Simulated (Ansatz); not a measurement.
**Al2HO+ (triplet): the correlation ladder, cc-pVDZ**

One table from this session's results is given with a row withheld; the runs are named, their logs left out.

Method: cc-pVDZ, core rule «outside noble gas», up to 11 orbitals frozen; program: Ansatz 0.2.0, Gaussian basis.

The runs, in order: UHF; CCSD(T) on ROHF; CCSD(T) on UHF; BCCD(T) on ROHF; CISD; CCSDT(Q) on ROHF; CCSDT(Q) on UHF; CASSCF and MRCISD+Q, 10 electrons in 10 orbitals; CASSCF and NEVPT2, 10 electrons in 10 orbitals.

24 further runs of the same task are left out: 9 that didn't finish, 15 set aside as unsound or not needed.

## The geometry

The geometry is a PBE0/def2-TZVP stationary point (not a proven minimum) of the parent state, kept for this charge and spin.

4 atoms, charge 1, spin multiplicity 3.

Atoms are counted from 1 here; the program's logs count them from 0.

Bond lengths: Al1–Al2 2.344 Å, Al2–O3 1.647 Å, O3–H4 0.946 Å. Angles: Al1–Al2–O3 180.0°, Al2–O3–H4 180.0°.

The first run:

The input, in.yaml:

```yaml
crystal:
  periodic: [false, false, false]
  atoms:
    - {symbol: Al, position_ang: [0.000000, 0.000000, -2.818500]}
    - {symbol: Al, position_ang: [0.000000, 0.000000, -0.474100]}
    - {symbol: O, position_ang: [0.000000, 0.000000, 1.173400]}
    - {symbol: H, position_ang: [0.000000, 0.000000, 2.119200]}
basis:
  gaussian: {orbitals: cc-pVDZ}
total_charge: 1
magnetization: {spin_polarized: true, initial_magnetization: 2}
hamiltonian: {xc: hf}
output: {orbitals: {seedname: orbitals}}
```

Run with:

```
> ansatz run in.yaml --threads 1 --pin off --events-out ev --progress --plain --max-ram 2393MiB
```

Steps of the session up to this table: UHF; CCSD(T) on ROHF; CCSD(T) on UHF; BCCD(T) on ROHF; CISD; CCSDT(Q) on ROHF; CCSDT(Q) on UHF; CASSCF and MRCISD+Q, 10 electrons in 10 orbitals; CASSCF and NEVPT2, 10 electrons in 10 orbitals.

One of the session's tables, all rows but one given; the rest of the session is left out.

| method | from UCCSDT(Q) (kJ/mol) |
| --- | --- |
| ROHF | +739.3 |
| UHF | +733.4 |
| RMP2 | +76.4 |
| UMP2 | ? |
| CISD | +83.2 |
| RCCSD | +23.4 |
| UCCSD | +23.2 |
| RCCSD(T) | +5.0 |
| UCCSD(T) | +4.9 |
| BCCD(T) | +4.7 |
| RCCSDT | +2.3 |
| UCCSDT | +2.2 |
| RCCSDT(Q) | +0.4 |
| UCCSDT(Q) | 0 |
| CASSCF frontier | +395.2 |
| NEVPT2 frontier | +109.5 |
| MRCISD frontier | +34.0 |
| MRCISD+Q frontier | +6.5 |

Q: Estimate the row for UMP2 from the others.

As computed: from UCCSDT(Q) (kJ/mol): +75.6. In the column «from UCCSDT(Q) (kJ/mol)» it lies between MRCISD frontier (+34.0) and RMP2 (+76.4).

Limits of these values: Restricted and unrestricted rows rest on different reference determinants; where their highest levels disagree by more than a few hundredths of an eV, they describe different states and don't form one ladder.
